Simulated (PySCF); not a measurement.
## Cost of excited-state runs on Nitrosomethane, CH3NO

Cartesian coordinates in Å; atom numbers follow the order of the lines, from 1:
```xyz
6

C    -0.4191   -0.0366   -0.0831
N     0.9321   -0.4665    0.2804
O     1.7362    0.4132    0.2826
H    -1.0721   -0.3101    0.7423
H    -0.7170   -0.6245   -0.9480
H    -0.4555    1.0288   -0.2891
```

PySCF with density fitting, on 1 thread of an Intel Xeon Platinum 8488C, shared host. Command: `OMP_NUM_THREADS=1 python excited_run.py task.json out`

Task: How long does each of these runs take, and how much memory?
- vibronic structure, BHandHLYP/6-31+G*; Tamm-Dancoff; with frequencies; grid level 1; writes grids
- excited-state relaxation, BHandHLYP/6-31+G*; state S1; TDA; with frequencies; grid level 1; writes grids
- excited-state relaxation, BHandHLYP/6-31+G*; state T1; UKS; with frequencies; grid level 1

Result: 
```csv
run,level,basis functions,wall time,peak memory (GiB)
vibronic structure,BHandHLYP/6-31+G*,60,3.2 s,0.33
excited-state relaxation,BHandHLYP/6-31+G*,60,80 s,0.33
excited-state relaxation,BHandHLYP/6-31+G*,60,47 s,0.33
```
Times from a shared host are rough.
